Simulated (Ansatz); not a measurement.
The input, for Ansatz 0.2.0:

```yaml
crystal:
  periodic: [false, false, false]
  atoms:
    - {symbol: B, position_ang: [0.000000, 0.000000, 0.000000]}
    - {symbol: B, position_ang: [0.000000, 0.000000, 1.640578]}
basis:
  gaussian: {orbitals: cc-pVDZ}
total_charge: 1
magnetization: {spin_polarized: false, initial_magnetization: 1}
correlation: {method: bccd_t, electrons: outside_noble_gas}
```

```sh
$ ansatz run in.yaml --threads 1 --pin off --events-out ev --progress --plain --max-ram 2176MiB
```

Log:

```
266 factors; integrals over basis functions are off by at most 1.4e-3 eV
mean field evaluation 1: about -1326.6781 eV, gradient 4.2e0 eV
mean field evaluation 2: about -1326.6796 eV, gradient 4.2e0 eV
mean field evaluation 4: about -1326.8222 eV, gradient 3.5e-1 eV
mean field evaluation 8: about -1326.8233 eV, gradient 1.3e-6 eV
mean field evaluation 16: about -1327.1467 eV, gradient 5.5e-2 eV
mean field evaluation 32: about -1326.8053 eV, gradient 1.4e0 eV
mean field evaluation 64: about -1326.4330 eV, gradient 5.6e0 eV
mean field evaluation 96: about -1325.0842 eV, gradient 1.1e1 eV
mean field evaluation 128: about -1326.8976 eV, gradient 8.4e-1 eV
mean field evaluation 160: about -1321.2489 eV, gradient 1.8e-3 eV
...
cycle   2  -4.30037882 eV  change   -4.0e-3 eV  update   4.1e-3
cycle   3  -4.29578943 eV  change    4.6e-3 eV  update   2.3e-3
cycle   4  -4.29653568 eV  change   -7.5e-4 eV  update   1.3e-3
cycle   5  -4.29760327 eV  change   -1.1e-3 eV  update   4.5e-4
cycle   6  -4.29783468 eV  change   -2.3e-4 eV  update   9.3e-5
cycle   7  -4.29786428 eV  change   -3.0e-5 eV  update   3.6e-5
cycle   8  -4.29786603 eV  change   -1.7e-6 eV  update   1.8e-5
cycle   9  -4.29786034 eV  change    5.7e-6 eV  update   1.1e-5
cycle  10  -4.29785353 eV  change    6.8e-6 eV  update   5.2e-6
cycle  11  -4.29785088 eV  change    2.7e-6 eV  update   2.1e-6
perturbative correction -0.31448462 eV, -0.0115570965 hartree
WARN: these amplitudes may be one of several solutions (largest doubles amplitude 0.36, level shift 0.62 eV)
Total energy: -1331.43562575 eV, -48.9293567669 hartree
```

For the same geometry and basis full CI lies 88.3 meV lower.

Ran on 1 thread of Arm Neoverse V1, shared host: 1.6 s wall, 0.09 GiB peak host memory.
